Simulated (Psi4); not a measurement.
# MN15/pcseg-2 (density fitting, sweep point 3) run of C3H3N (Z-propargylimine)

Aim: the vertical singlet–triplet gap of C3H3N (Z-propargylimine) at MN15/pcseg-2 (density fitting, sweep point 3), from 2 runs. 

Program for the calculation: Psi4 1.11.

**1. The molecule**

C3H3N has 7 atoms, charge 0, and is taken as a singlet. As SMILES, `[H]/N=C\C#C`. The shape is that of a PBE0-D4/def2-TZVP optimisation.

Bond lengths: N2–C3 1.269 Å, C3–C4 1.430 Å, C4–C5 1.202 Å, H1–N2 1.021 Å, C3–H6 1.092 Å, C5–H7 1.065 Å. Angles: N2–C3–C4 126.0°, C3–C4–C5 179.5°, N2–C3–H6 118.1°, C4–C3–H6 115.9°, H1–N2–C3 110.5°, C4–C5–H7 179.6°.

**2. The energy at MN15/pcseg-2 (density fitting, sweep point 3)**

c3h3n.dat

```
memory 1600 MB

molecule {
  0 1
  H      0.08122043    -3.63135441     0.52305729
  N      1.08067768    -2.67373570     1.86789979
  C      0.98343237    -0.31237173     1.46317714
  C     -0.32248176     0.90003876    -0.56884536
  C     -1.41421434     1.93681810    -2.27022248
  H      1.97754170     0.93934506     2.76774957
  H     -2.38615718     2.84125992    -3.78279706
  units bohr
  symmetry c1
}

set {
  basis                pcseg-2
  puream               true
  scf_type             df
  dft_radial_points    99
  dft_spherical_points 590
}

energy_value = energy('mn15')
```

The run is started by

```sh
$ psi4 -i c3h3n.dat -o c3h3n.out -n 1
```

c3h3n.out, shortened:

```text
[...]
  Running in c1 symmetry.
[...]
  Nuclear repulsion =   90.646063328634895
[...]
  Multiplicity = 1
[...]
  Nalpha       = 14
  Nbeta        = 14
[...]
    Number of basis functions: 162
[...]
   @DF-RKS iter   1:  -170.38331074224408   -5.74790e-01   4.62423e-03 DIIS/ADIIS
[...]
   @DF-RKS iter   9:  -170.64666192757352   -4.41511e-08   4.65080e-07 DIIS
[...]
    Orbital Energies [Eh]
    ---------------------
    Doubly Occupied:
       1A    -14.104566     2A    -10.121858     3A    -10.069087
       4A    -10.065210     5A     -0.970673     6A     -0.822564
       7A     -0.705287     8A     -0.607996     9A     -0.564949
      10A     -0.499971    11A     -0.425400    12A     -0.351614
      13A     -0.331955    14A     -0.329531
[...]
  @DF-RKS Final Energy:  -170.64666192757352
   => Energetics <=
    Nuclear Repulsion Energy =             90.6460633286348951
    One-Electron Energy =                -408.4134275329530510
    Two-Electron Energy =                 160.9626321938078775
    DFT Exchange-Correlation Energy =     -13.8419299170632453
    Empirical Dispersion Energy =           0.0000000000000000
    VV10 Nonlocal Energy =                  0.0000000000000000
    Total Energy =                       -170.6466619275735184
[...]
 Multipole Moments:
 ------------------------------------------------------------------------------------
     Multipole            Electronic (a.u.)      Nuclear  (a.u.)        Total (a.u.)
 ------------------------------------------------------------------------------------
 L = 1.  Multiply by 2.5417464519 to convert [e a0] to [Debye]
 Dipole X            :         -0.0627775           -0.3256763           -0.3884538
 Dipole Y            :          0.2563395            0.2743082            0.5306477
 Dipole Z            :         -0.1199083           -0.5034779           -0.6233861
 Magnitude           :                                                    0.9061421
[...]
```

Wall time 57 s (1 thread of Intel Xeon at 2.70GHz, shared host); peak memory 1.2 GiB.

**3. The triplet**

job.dat

```
memory 1600 MB

molecule {
  0 3
  H      0.08122043    -3.63135441     0.52305729
  N      1.08067768    -2.67373570     1.86789979
  C      0.98343237    -0.31237173     1.46317714
  C     -0.32248176     0.90003876    -0.56884536
  C     -1.41421434     1.93681810    -2.27022248
  H      1.97754170     0.93934506     2.76774957
  H     -2.38615718     2.84125992    -3.78279706
  units au
  symmetry c1
}

set {
  reference uks
  puream true
  scf_type df
  dft_radial_points 99
  dft_spherical_points 590
  maxiter 100
}

result, w = energy("mn15/pcseg-2", return_wfn=True)
print_variables()
```

The run is started by

```sh
$ psi4 -n 1 job.dat job.out
```

job.out, shortened:

```text
[...]
  Running in c1 symmetry.
[...]
  Nuclear repulsion =   90.646063328634895
[...]
  Multiplicity = 3
[...]
  Nalpha       = 15
  Nbeta        = 13
[...]
    Number of basis functions: 162
[...]
   @DF-UKS iter   1:  -170.22098307294644   -4.12462e-01   4.48354e-03 ADIIS/DIIS
[...]
   @DF-UKS iter  11:  -170.49528210177107   -2.13187e-07   7.30935e-07 DIIS
[...]
   @S^2 Observed:                2.013890770E+00
[...]
    Orbital Energies [Eh]
    ---------------------
    Alpha Occupied:
       1A    -14.168040     2A    -10.094400     3A    -10.054619
       4A    -10.038318     5A     -1.013036     6A     -0.808780
       7A     -0.714001     8A     -0.626904     9A     -0.553677
      10A     -0.532848    11A     -0.463070    12A     -0.421620
      13A     -0.344754    14A     -0.329927    15A     -0.175168
    Alpha Virtual:
      16A      0.045281    17A      0.075031    18A      0.089761
      19A      0.104338    20A      0.109265    21A      0.156722
      22A      0.189906    23A      0.201564    24A      0.220752
      25A      0.230229    26A      0.260163    27A      0.260459
[...]
  @DF-UKS Final Energy:  -170.49528210177107
   => Energetics <=
    Nuclear Repulsion Energy =             90.6460633286348951
    One-Electron Energy =                -408.2511835353301421
    Two-Electron Energy =                 160.9465848688486176
    DFT Exchange-Correlation Energy =     -13.8367467639244506
    Empirical Dispersion Energy =           0.0000000000000000
    VV10 Nonlocal Energy =                  0.0000000000000000
    Total Energy =                       -170.4952821017710676
[...]
 Multipole Moments:
 ------------------------------------------------------------------------------------
     Multipole            Electronic (a.u.)      Nuclear  (a.u.)        Total (a.u.)
 ------------------------------------------------------------------------------------
 L = 1.  Multiply by 2.5417464519 to convert [e a0] to [Debye]
 Dipole X            :          0.3065715           -0.3256763           -0.0191048
 Dipole Y            :         -0.6757699            0.2743082           -0.4014617
 Dipole Z            :          0.5206459           -0.5034779            0.0171680
 Magnitude           :                                                    0.4022825
[...]
```

It took 2 min on 1 thread of Intel Xeon at 2.70GHz, shared host; peak memory 1.2 GiB.

**4. Outcome**

At MN15/pcseg-2 (density fitting, sweep point 3):

| quantity | value |
| --- | --- |
| singlet: total energy | -170.64666 Eh |
| singlet: dipole moment | 2.30 D |
| singlet: HOMO energy | -8.97 eV |
| singlet: LUMO energy | -0.93 eV |
| singlet: HOMO–LUMO gap | 8.04 eV |
| triplet: total energy | -170.49528 Eh |
| triplet: dipole moment | 1.02 D |
| triplet: HOMO energy (highest over α and β) | -4.77 eV |
| triplet: LUMO energy (lowest over α and β) | -4.63 eV |
| triplet: ⟨S²⟩ | 2.014 |
| vertical energy of the triplet above the singlet | 4.119 eV |

**Reading.** At this shape the triplet lies 4.12 eV (397 kJ/mol) above the singlet.
